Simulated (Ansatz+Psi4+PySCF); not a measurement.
The numbers below are computed, except where a source is named.
Input for Ansatz (development build ahead of 0.2.0):

```yaml
crystal:
  periodic: [false, false, false]
  atoms:
    - { symbol: B, position_ang: [0.0002, 0.0015, 0.0005] }
    - { symbol: H, position_ang: [0.1248, 1.1492, 0.4155] }
basis:
  gaussian: { orbitals: cc-pVTZ }
hamiltonian:
  xc: hf
correlation:
  method: mp2
  frozen_orbitals: { B: 1, H: 0 }
```

The input is written out in the form of the current development build from the run's settings.

The run gave:

```yaml
Converged: yes
Reference_energy: -25.12996 hartree
Correlation_energy: -0.07349 hartree
Total_energy: -25.20346 hartree
Spin_squared_of_the_determinant: 0.000
Stability_test: minimum among restricted orbitals
```

Messages of the program:
```
mean field -683.82117948 eV, -25.1299648351 hartree, gradient 2.9e-6 eV, S^2 0.000000; 0 other ends of descents recorded, 0 dependent functions left out; unrestricted orbitals would lower it
```

Caution: unrestricted orbitals would lower the determinant.
